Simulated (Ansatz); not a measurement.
Geometry optimisation, Ansatz 0.2.0, RKS LDA/STO-3G.

Input:

```yaml
crystal:
  periodic: [false, false, false]
  atoms:
    - { symbol: Cl, position_ang: [0.21015, 1.75807, 0.30937] }
    - { symbol: Si, position_ang: [-0.62053, -0.00844, -0.34006] }
    - { symbol: Cl, position_ang: [0.41038, -1.74963, 0.03069] }
basis:
  gaussian: { orbitals: STO-3G }
hamiltonian:
  xc: lda
relax:
  f_tol: 0.02
  max_steps: 40
scf:
  lower_state_search: "off"
```

Launched with:

```bash
$ ansatz run input.yaml --threads 1 --pin off --max-ram 2048MiB --backend cpu --events-out ev --progress --plain --runs-dir out
```

**Question.** Where does it end, and by what steps?

**Answer.** The run converged. Limits of this set-up: minimal basis. After 3 steps the energy has fallen by 0.412 eV; Si2 moved furthest, 0.21 Å.

```json
{"step": "0", "energy less start (eV)": "0.0000", "largest force component (eV/Å)": "2.734", "accepted": "yes"}
{"step": "1", "energy less start (eV)": "-0.3619", "largest force component (eV/Å)": "0.761", "accepted": "yes"}
{"step": "2", "energy less start (eV)": "-0.4088", "largest force component (eV/Å)": "0.279", "accepted": "yes"}
{"step": "3", "energy less start (eV)": "-0.4119", "largest force component (eV/Å)": "0.004", "accepted": "yes"}
```

```xyz
3
Properties=species:S:1:pos:R:3
Cl 0.312 1.610 0.349
Si -0.807 -0.011 -0.442
Cl 0.495 -1.599 0.094
```

Whether the end is a true minimum wasn't checked by a vibrational analysis.

Run time: 0.96 s on 1 thread of AMD EPYC 9R45 96-Core Processor (Zen 5) (shared host), peak memory 0.095 GiB.
